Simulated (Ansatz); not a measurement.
Voigt–Reuss–Hill shear modulus (GPa) of solids drawn from the class of silicides and borides, at two levels: PBE (Ansatz, a first-principles code, PAW), and PBEsol (PAW; Ansatz).

| solid | PBE | PBEsol |
|---|---|---|
| C11b MoSi₂ | 180 | ? |
| AlB2-type HfB₂ | 242 | 255 |
| antifluorite Mg₂Si | 45.6 | 46.7 |
| C11b WSi₂ | 190 | 201 |
| AlB2-type ZrB₂ | 232 | 243 |
| AlB2-type MgB₂ | 120 | 124 |
| AlB2-type TiB₂ | 257 | 271 |

**Question.** Estimate the withheld PBEsol value from the other rows.

**Answer.** One way: carry over the typical ratio. The ratios PBEsol / PBE of the other rows, in order: 1.024, 1.033, 1.047, 1.054, 1.054, 1.058; median 1.0505. C11b MoSi₂: 180 × 1.0505 = 189 GPa; the run gives 191 GPa. The ratios spread from 1.024 to 1.058, so such an estimate is rough. C11b MoSi₂ lies outside that spread.

Over all 7 rows PBEsol is the larger in 7.

Ansatz's runs of these crystals have no spin polarisation.

Spin–orbit coupling is left out, also for the solids with elements from indium on (AlB2-type HfB2, C11b WSi2); its size isn't shown.

Each level is taken at its own relaxed cell. Ansatz's density-functional and Hartree–Fock values are scalar-relativistic unless marked +SOC, with PAW data made under PBE.
